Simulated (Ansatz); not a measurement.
Two isomers of C3H7NOS: A = `CN1CSC1O`, B = `CS/C=C(/N)O`.

Isolated molecules relaxed with PBE0-D4/def2-TZVP in Ansatz; ΔE leaves out vibrations. CCSD(T)/CBS is the MP2 limit (def2-TZVPP, def2-QZVPP) plus CCSD(T) − MP2 in def2-TZVPP, frozen cores. DFT in def2-TZVPP. B3LYP here is the variant with VWN-RPA as its local correlation; programs differ in this. Each species was taken in one conformer, which may not be the lowest.

(1) Which isomer does CCSD(T)/CBS put lower? Give the gap. (Best estimate.)

(2) Give E(B) − E(A) in kcal/mol with CCSD(T)/def2-TZVPP, B3LYP-D4, ωB97M-V, B3LYP, HF/def2-TZVPP, PBE0-D4, MP2/def2-TZVPP. (Estimate.)

Largest T1 diagnostic: 0.012.

Results:

(1) Computed: B, by 16.1 kcal/mol.

(2) Computed: CCSD(T)/def2-TZVPP -15.0, B3LYP-D4 -19.9, ωB97M-V -17.2, B3LYP -20.7, HF/def2-TZVPP -19.1, PBE0-D4 -17.4, MP2/def2-TZVPP -15.9. None reverses the order clearly.

The D4 term adds +0.8 kcal/mol with B3LYP and +0.4 kcal/mol with PBE0; it sums over pairs of atoms, weighted by their polarisabilities, and B3LYP, whose exchange is more repulsive, gets the larger term. From PBE to PBE0 (25 % exact exchange), in def2-TZVPP and without D4, E(B) − E(A) moves by +1.2 kcal/mol.
